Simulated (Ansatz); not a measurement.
Consider the substitution at a C–C bond: `N=C(O)C=CF` + H–F → `F/C=C/F` + `N=CO`.

Program: Ansatz. Geometries: PBE0-D4/def2-TZVP. ΔE: electronic, gas phase. CCSD(T)/CBS adds triple-zeta CCSD(T) − MP2 to the extrapolated MP2 energy (def2 sets, frozen cores). This one scheme is used for every species. Functionals use def2-TZVPP. B3LYP here is the variant with VWN-RPA as its local correlation; programs differ in this. Each species was taken in one conformer, which may not be the lowest.

`N=C(O)C=CF`:

Cartesian coordinates in Å:
```
N -0.768 0.960 1.176
C 0.269 0.627 0.533
O 1.440 1.243 0.795
C 0.451 -0.378 -0.522
C -0.473 -1.186 -1.018
F -1.740 -1.192 -0.608
H -1.579 0.427 0.889
H 1.247 1.886 1.492
H 1.446 -0.472 -0.938
H -0.293 -1.915 -1.798
```

H–F:

```xyz
2

F     0.112    0.341   -0.287
H    -0.112   -0.341    0.287
```

`F/C=C/F`:

Cartesian coordinates in Å:
```
F -1.097 0.689 1.195
C -0.523 -0.179 0.359
C 0.524 0.179 -0.359
F 1.097 -0.689 -1.195
H -0.986 -1.157 0.336
H 0.986 1.157 -0.336
```

`N=CO`:

Cartesian coordinates in Å:
```
N -0.023 -1.036 -0.036
C 0.107 0.188 0.222
O -0.294 1.140 -0.626
H 0.335 -1.612 0.718
H 0.539 0.635 1.120
H -0.664 0.686 -1.397
```

```tsv
level	ΔE (kcal/mol)	difference from CCSD(T)/CBS
r2SCAN-D4	20.1	-2.3
PBE0-D4	20.4	-2.0
B3LYP-D4	18.9	-3.5
ωB97M-V	19.1	-3.3
PBE0	19.1	-3.3
B3LYP	16.7	-5.7
HF/def2-TZVPP	15.5	-6.9
MP2/def2-TZVPP	24.5	2.1
SCS-MP2/def2-TZVPP	21.6	-0.8
CCSD/def2-TZVPP	20.3	-2.1
CCSD(T)/def2-TZVPP	21.2	-1.2
HF/def2-QZVPP	15.5	-6.9
SCS-MP2/def2-QZVPP	22.3	-0.1
HF/CBS(def2)	15.5	-6.9
MP2/CBS(def2)	25.6	3.2
CCSD/CBS(def2)	21.4	-1.0
CCSD(T)/CBS	22.4	0
```

Largest T1 diagnostic among the species: 0.014.

In def2-TZVPP, CCSD(T) changes the Hartree–Fock value by +5.7 kcal/mol (the triples alone add +0.9 kcal/mol) and MP2 by +8.9 kcal/mol. The D4 term adds +2.3 kcal/mol with B3LYP and +1.2 kcal/mol with PBE0; it sums over pairs of atoms, weighted by their polarisabilities, and B3LYP, whose exchange is more repulsive, gets the larger term. From PBE to PBE0 (25 % exact exchange), in def2-TZVPP and without D4, ΔE moves by +1.1 kcal/mol.
